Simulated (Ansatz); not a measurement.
Input file:

```yaml
crystal:
  periodic: [false, false, false]
  atoms:
    - { symbol: "N", position_ang: [0.284373, 1.26837, -0.591503] }
    - { symbol: C, position_ang: [-0.09698, 0.401396, 0.337716] }
    - { symbol: C, position_ang: [-0.450519, -0.93678, 0.193171] }
    - { symbol: O, position_ang: [0.231471, -1.988563, 0.419841] }
    - { symbol: H, position_ang: [0.626732, 0.975016, -1.508387] }
    - { symbol: H, position_ang: [0.178833, 2.272946, -0.440956] }
    - { symbol: H, position_ang: [-0.455007, 0.816637, 1.295558] }
    - { symbol: H, position_ang: [-0.318903, -2.809023, 0.29456] }
total_charge: 1
basis:
  gaussian: { orbitals: "6-31G*" }
hamiltonian:
  xc: pbe
neb:
  order_check: false
  images: 7
  f_tol: 0.05
  max_iterations: 57
  initial_path: idpp
  final_atoms:
    - { symbol: "N", position_ang: [0.28188273, 1.27025276, -0.59255167] }
    - { symbol: C, position_ang: [-0.09572106, 0.40015181, 0.33496543] }
    - { symbol: C, position_ang: [-0.44955694, -0.93774297, 0.19002162] }
    - { symbol: O, position_ang: [0.23062025, -1.98955428, 0.42224923] }
    - { symbol: H, position_ang: [0.18016458, 2.27446668, -0.43683251] }
    - { symbol: H, position_ang: [0.62537287, 0.9795266, -1.50975655] }
    - { symbol: H, position_ang: [-0.45181552, 0.81244888, 1.29456047] }
    - { symbol: H, position_ang: [-0.3209469, -2.80955047, 0.29734397] }
```

Launched with:

```bash
$ ansatz run input.yaml --threads 1 --pin off --max-ram 2048MiB --backend cpu --events-out ev --progress --plain --runs-dir out
```

Hardware: 1 thread of Intel(R) Xeon(R) Processor @ 2.50GHz (Skylake/Cascade Lake) (shared host).

Question: Roughly how long does this run take, and how much memory?

Answer: 8.4 min, with a peak of 0.13 GiB, for 23 band iterations.
